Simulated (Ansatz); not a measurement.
A calculation with Ansatz (development build ahead of 0.2.0).

```yaml
crystal:
  periodic: [false, false, false]
  atoms:
    - { symbol: Si, position_ang: [0.0, 0.0, 0.0] }
    - { symbol: "N", position_ang: [0.0, 0.0, 1.6506] }
basis:
  gaussian: { orbitals: def2-SVP }
magnetization:
  initial_magnetization: 1
hamiltonian:
  xc: hf
correlation:
  method: mp2
  frozen_orbitals: { "N": 1, Si: 5 }
scf:
  omitted_lower_state_checks: [stability, starts, atomic_configurations, cluster_reference, orbital_swaps, given_window_search, neighbouring_geometries, increment]
```

The input is written out in the form of the current development build from the run's settings. Correlation on restricted open-shell orbitals is semicanonical, with singles.

Output:

| Property | Result |
| --- | --- |
| Converged | yes |
| Reference energy | -343.10260 hartree |
| Correlation energy | -0.23772 hartree |
| Total energy | -343.34032 hartree |
| Spin squared of the determinant | 0.750 |
| Occupied orbitals by symmetry in an Abelian subgroup (alpha; beta) | 7 A1 2 B1 2 B2; 6 A1 2 B1 2 B2 |

Messages of the program:
```
mean field -9336.29738875 eV, -343.1026006669 hartree, gradient 2.7e-6 eV, S^2 0.750000; 0 other ends of a descent, 0 dependent functions left out
```

The reference isn't the lowest determinant (another lies 0.59 eV lower), but the same method gives a higher total on the lower determinant. Caution: an unrestricted determinant lies well below.
